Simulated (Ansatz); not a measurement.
Reaction (substitution at a C–S bond): `CC(C)(F)S` + H–F → `CC(C)(F)F` + H₂S

Computed with Ansatz on PBE0-D4/def2-TZVP structures; ΔE is electronic, products minus reactants. CCSD(T)/CBS is the MP2 limit (def2-TZVPP, def2-QZVPP) plus CCSD(T) − MP2 in def2-TZVPP, frozen cores. This one scheme is used for every species. Functionals use def2-TZVPP. B3LYP here is the variant with VWN-RPA as its local correlation; programs differ in this. Each species was taken in one conformer, which may not be the lowest.

CCSD(T)/CBS gives -3.9 kcal/mol.

(1) Another level gave -7.4 kcal/mol. Which?
A. PBE0/def2-TZVPP
B. MP2/def2-TZVPP
C. B3LYP/def2-TZVPP
D. PBE0-D4/def2-TZVPP

Largest T1 diagnostic among the species: 0.011.

Results:

(1) A. PBE0 -7.4, B3LYP -9.4, PBE0-D4 -6.0, MP2/def2-TZVPP -2.8 kcal/mol.

The D4 term adds +2.6 kcal/mol with B3LYP and +1.4 kcal/mol with PBE0; it sums over pairs of atoms, weighted by their polarisabilities, and B3LYP, whose exchange is more repulsive, gets the larger term. In def2-TZVPP, CCSD(T) changes the Hartree–Fock value by +7.2 kcal/mol (the triples alone add +1.1 kcal/mol) and MP2 by +10.1 kcal/mol.
